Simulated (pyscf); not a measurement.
**Four-centre exchange: H₃C–SH (SMILES CS) + H₂S (SMILES S) → H₃C–SH (SMILES CS) + H₂S (SMILES S)**

Gas phase, singlet surface, charge 0. Bonds broken: S2–H6, S7–H8. Bonds formed: S2–H8, H6–S7. Optimised with ωB97X-D3(BJ)/def2-SVP in PySCF. Correlated levels are frozen-core, on RHF or UHF. ΔMP2 is the change of the MP2 total energy from the triple- to the quadruple-zeta basis.

Transition state (Å):

```xyz
9

C     -1.6289    -0.7110     0.0220
S     -1.6932     1.0919    -0.1354
H     -0.6153    -1.0675    -0.2157
H     -2.3503    -1.1624    -0.6721
H     -1.8876    -0.9955     1.0506
H     -0.1809     1.3236     0.2157
S      1.1946     1.3649    -0.9374
H     -0.5682     1.1839    -1.2262
H      1.4616     0.0446    -0.8812
```

One imaginary mode, 1982i cm⁻¹; descent along it reached the two sides named.

```csv
bond,change,reactant side (Å),saddle,product side
S2–H6,breaks,1.347,1.570,2.6
S7–H8,breaks,1.351,1.795,3.9
S2–H8,forms,2.6,1.570,1.347
H6–S7,forms,3.9,1.795,1.351
```

Electronic energies relative to the separated reactants (kcal/mol):

```tsv
level	barrier	reaction energy	reverse barrier
ωB97X-D3(BJ)/def2-TZVP	44.1	0.0	44.1
PBE/def2-TZVP	29.4	0.0	29.4
r²SCAN/def2-TZVP	33.1	0.0	33.1
B3LYP-D3(BJ)/def2-TZVP	38.1	0.0	38.1
PBE0-D3(BJ)/def2-TZVP	35.1	0.0	35.1
M06-2X/def2-TZVP	42.5	0.0	42.5
ωB97M-D3(BJ)/def2-TZVP	43.8	0.0	43.8
HF/def2-TZVP	69.6	0.0	69.6
MP2/def2-QZVPP	40.0	0.0	40.0
CCSD/def2-TZVPP	50.6	0.0	50.6
CCSD(T)/def2-TZVPP	45.2	0.0	45.2
CCSD(T)/def2-TZVPP + ΔMP2(QZVPP)	44.0	0.0	44.0
```

With CCSD(T)/def2-TZVPP + ΔMP2(QZVPP) energies and thermal terms (ideal gas, 1 atm, RRHO with modes under 100 cm⁻¹ raised to 100, one conformer, R ln 2 for rigid chiral ones), in kcal/mol:

| T (K) | ΔH‡ | ΔG‡ | ΔH | ΔG |
|---|---|---|---|---|
| 298 | 41.9 | 52.3 | 0.0 | 0.0 |
| 600 | 42.3 | 62.8 | 0.0 | 0.0 |
| 900 | 43.2 | 72.9 | 0.0 | 0.0 |
| 1200 | 44.1 | 82.6 | 0.0 | 0.0 |

This is the saddle that the search found; another between the same sides may lie lower. The CCSD(T) − MP2 part came from Ansatz, without density fitting, on the same reference.
